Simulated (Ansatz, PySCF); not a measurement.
Reaction: CH4O (SMILES CO) → CH3O (SMILES O[CH2], doublet) + H (doublet) (the C-H bond breaks)
Each species at its own B3LYP-D3(BJ)/def2-TZVP minimum (Ansatz, a quantum-chemistry and plane-wave program).

Wanted: bond dissociation energy (enthalpy at 298 K, ideal-gas terms from PySCF's Hessians at B3LYP-D3(BJ)/def2-TZVP), in kcal/mol. Radicals and triplets start from unrestricted determinants; spin-orbit coupling is neglected. CBS(X,Y): correlation extrapolated as X^-3, Hartree-Fock from the larger set (Q,5: extrapolated as (X+1)exp(-9√X)). A bracket is a step between two methods taken in the basis named. Functionals run without relativity, which enters their misses. Double hybrids freeze cores in their MP2 part. 'core' is core correlation in cc-pwCVTZ, 'X2C' scalar relativity in cc-pVTZ-DK, both at CCSD(T). For partners of very few electrons the exact lower level stands in for a higher one.

From measured enthalpies of formation at 298 K: 96.2 kcal/mol (Active Thermochemical Tables 1.112 (ions: stationary electron), as tabulated in the package chemicals). The calculations leave out spin-orbit terms.

**Question.** What does PBE/def2-TZVPD (Ansatz) give here, and how do the other levels compare?

**Answer.** PBE gives 91.1 kcal/mol, 5.1 kcal/mol below it. Errors of the others: r2SCAN/def2-TZVPD (Ansatz) -5.7; B3LYP/def2-TZVPD (Ansatz) -3.0; PBE0/def2-TZVPD (Ansatz) -4.6; wB97M-V/def2-TZVPD (Ansatz) -1.1; B2PLYP/def2-TZVPD (Ansatz) -2.9; CCSD(T)/CBS(cc-pVQZ,cc-pV5Z) + core + X2C (Ansatz) 0.1; CCSD(T)/CBS(cc-pVQZ,cc-pV5Z) + [CCSDT(Q) - CCSD(T)]/cc-pVDZ + core + X2C (Ansatz) 0.0 kcal/mol. Nearer than PBE: B3LYP/def2-TZVPD, PBE0/def2-TZVPD, wB97M-V/def2-TZVPD, B2PLYP/def2-TZVPD, CCSD(T)/CBS(cc-pVQZ,cc-pV5Z) + core + X2C, CCSD(T)/CBS(cc-pVQZ,cc-pV5Z) + [CCSDT(Q) - CCSD(T)]/cc-pVDZ + core + X2C.
